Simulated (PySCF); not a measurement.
## cyclopropylamine, C$_{3}$H$_{7}$N

Molfile (atoms numbered from 1):
```
C3H7N
     RDKit          3D

 11 11  0  0  0  0  0  0  0  0999 V2000
    1.6140   -0.0874    0.1543 N   0  0  0  0  0  0  0  0  0  0  0  0
    0.3584    0.1700   -0.4886 C   0  0  0  0  0  0  0  0  0  0  0  0
   -0.7426    0.8020    0.2872 C   0  0  0  0  0  0  0  0  0  0  0  0
   -0.8914   -0.6149   -0.1982 C   0  0  0  0  0  0  0  0  0  0  0  0
    1.5045   -0.1208    1.1596 H   0  0  0  0  0  0  0  0  0  0  0  0
    1.9952   -0.9786   -0.1393 H   0  0  0  0  0  0  0  0  0  0  0  0
    0.4740    0.5128   -1.5121 H   0  0  0  0  0  0  0  0  0  0  0  0
   -1.3334    1.5799   -0.1792 H   0  0  0  0  0  0  0  0  0  0  0  0
   -0.5761    0.9501    1.3485 H   0  0  0  0  0  0  0  0  0  0  0  0
   -1.5850   -0.8108   -1.0073 H   0  0  0  0  0  0  0  0  0  0  0  0
   -0.8224   -1.4040    0.5413 H   0  0  0  0  0  0  0  0  0  0  0  0
  1  2  1  0
  2  3  1  0
  3  4  1  0
  4  2  1  0
  1  5  1  0
  1  6  1  0
  2  7  1  0
  3  8  1  0
  3  9  1  0
  4 10  1  0
  4 11  1  0
M  END
```

Method used: PySCF, quadratic response CAM-B3LYP/def2-TZVPD first hyperpolarisability, Taylor convention, gas phase. Geometry: PBE0-D3(BJ)/def2-TZVP.

**Question.** Give the tensor of the second harmonic β(−2ω;ω,ω) at 1064 nm in the axes of these coordinates.

**Answer.** In au, Taylor convention; rows are the first index (the induced dipole):
|  | xx | yy | zz | xy | xz | yz |
| --- | --- | --- | --- | --- | --- | --- |
| x | +43.1 | +8.9 | +15.9 | +3.3 | +12.1 | -2.0 |
| y | +2.2 | +17.6 | +2.9 | +8.2 | -0.9 | -21.3 |
| z | +12.4 | -20.5 | -24.7 | -0.4 | +15.6 | +2.7 |

Norm of βᵢ = ⅓ Σⱼ (βᵢⱼⱼ + βⱼᵢⱼ + βⱼⱼᵢ): 78.7 au, hyper-Rayleigh value 31.6 au.
